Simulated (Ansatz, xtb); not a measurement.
A geometry optimisation of C3H2F3 with r2SCAN-D4/def2-SVP

The starting geometry of this gas-phase doublet was built from a drawn formula by distance geometry and a force field; its bonds are those of `[CH][C@H](F)[C](F)F`.

```tsv
atom	x (Å)	y (Å)	z (Å)
C	-1.4528	1.0351	0.9589
C	-1.5066	-0.4381	1.2568
C	-0.3250	-1.1187	0.6877
F	-1.5239	-0.5890	2.6565
F	-0.4348	-1.7875	-0.4955
F	0.8792	-1.1425	1.2796
H	-1.3556	2.0390	0.7952
H	-2.4103	-0.8462	0.8652
```

Question: Predict what becomes of its bonds when it is optimised with r2SCAN-D4/def2-SVP.

Answer: It rearranges to `F[C@H]1[CH]C1(F)F`. Contacts that close: C1–C3 (2.45 → 1.46 Å).

The energy falls by 2.79 eV over 18 steps:

| step | E − E(last) (eV) |
| --- | --- |
| 1 | 2.793 |
| 3 | 2.269 |
| 5 | 2.041 |
| 7 | 1.911 |
| 9 | 0.390 |
| 10 | 0.182 |
| 12 | 0.017 |
| 14 | 0.001 |
| 16 | 0.000 |
| 18 | 0.000 |

Final geometry (Å):

```yaml
atoms:
  - { symbol: C, position_ang: [-1.1884, 0.5968, 0.6346] }
  - { symbol: C, position_ang: [-1.6982, -0.5453, 1.4123] }
  - { symbol: C, position_ang: [-0.4528, -0.6583, 0.5588] }
  - { symbol: F, position_ang: [-1.6087, -0.5266, 2.7683] }
  - { symbol: F, position_ang: [-0.4899, -1.4512, -0.5251] }
  - { symbol: F, position_ang: [0.7506, -0.7413, 1.1453] }
  - { symbol: H, position_ang: [-0.8720, 1.5906, 0.9603] }
  - { symbol: H, position_ang: [-2.5703, -1.1126, 1.0499] }
```

From the same start GFN2-xTB reaches the same bonding as this run.

No frequencies were run, so the end isn't proven a minimum. Open shells are spin-unrestricted. Run with Ansatz 0.2.0, 2.1 min on 2 threads of Arm Neoverse V1, with other jobs on the host.
